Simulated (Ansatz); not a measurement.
We consider fluorite SrCl2, described by PBE in Ansatz (PAW).

Numerical settings: plane-wave cutoff 520 eV, 6×6×6 k mesh, scalar-relativistic PAW data made under PBE.

Computed at the level's own relaxed cell.

Elastic tensor (GPa, Voigt notation, ions relaxed):

```
   66.7    17.1    17.1     0.0     0.0     0.0
   17.1    66.7    17.1     0.0     0.0     0.0
   17.1    17.1    66.7     0.0     0.0     0.0
    0.0     0.0     0.0     8.4     0.0     0.0
    0.0     0.0     0.0     0.0     8.4     0.0
    0.0     0.0     0.0     0.0     0.0     8.4
```

Worked from these constants: the tetragonal shear constant is C′ = (C11 − C12)/2 = 24.8 GPa against C44 = 8.4 GPa, so the C44 shear is the softer. The Zener ratio C44/C′ is 0.34 (1 for an isotropic solid), and the Cauchy pressure C12 − C44 is 8.7 GPa. With C11 + 2C12 = 100.9 GPa all three Born conditions hold; they don't test modes at the zone boundary.

Ansatz is an electronic-structure program.
